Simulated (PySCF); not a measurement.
An unknown is described by computed data only.

Formula: C4H4S2.

| Quantity | Value |
| --- | --- |
| Rotational structure | rotational constants A, B, C: 5.308, 1.885, 1.391 GHz [GFN2-xTB] |
| 1H NMR | chemical shifts (computed TMS as zero) by class: 7.00 (1 H), 6.85 (1 H), 6.73 (1 H), 4.04 (1 H) ppm [GIAO PBE0/pcSseg-1] |
| 13C NMR | chemical shifts (computed TMS as zero) by class: 142.5 (1 C), 132.4 (1 C), 129.1 (1 C), 127.2 (1 C) ppm [GIAO PBE0/pcSseg-1] |
| Dipole | 0.80 D [PBE0/pcSseg-1] |
| NMR, other nuclei | isotropic shieldings of nuclei other than C and H, by class: 258 (1 S), 528 (1 S) ppm [GIAO PBE0/pcSseg-1] |

Electronic properties: PySCF, gas phase, density fitting. Levels stand in brackets. One conformer (not necessarily the lowest) at the GFN2-xTB geometry, without solvent, vibrations or thermal averaging. NMR classes are plain means over equivalent atoms (diastereotopic ones count apart unless rotation or inversion swaps them), as if these changed places fast.

Problem. Propose a structure and show how it fits.

Solution. Numbering: `[SH:1][c:2]1[cH:3][cH:4][cH:5][s:6]1`. Its formula, C4H4S2, gives 3 degrees of unsaturation: 1 ring and 2 π bonds in the structure found (Kekulé form). 4 carbons fall into 4 classes; from least to most shielded: substituted aromatic carbon [C2] (142.5 ppm), aromatic CH carbon [C4] (132.4 ppm), aromatic CH next to a ring sulfur [C5] (129.1 ppm), aromatic CH carbon [C3] (127.2 ppm). Hydrogen classes from least to most shielded: 1 H on an aromatic CH carbon, C4 (7.00 ppm), 1 H on an aromatic CH carbon, C3 (6.85 ppm), 1 H on an aromatic CH next to a ring sulfur, C5 (6.73 ppm), 1 H on a thiol sulfur, S1 (4.04 ppm). The other shieldings belong to: 258 ppm, thiophene-type sulfur [S6]; 528 ppm, thiol sulfur [S1]. The optimised geometry has point group Cs and is an asymmetric top. Structure: `SC1=CC=CS1`. Computed isomers that give other values at the same levels: `Sc1ccsc1` (13C chemical shifts (computed TMS as zero) by class: 134.9 (1 C), 134.1 (1 C), 132.6 (1 C), 122.9 (1 C) ppm). The assignments are read from this structure; whether some other isomer fits the data as well wasn't checked.

Shape of the structure used: `[SH:1][c:2]1[cH:3][cH:4][cH:5][s:6]1`: H–S1–C2–C3 -179°.
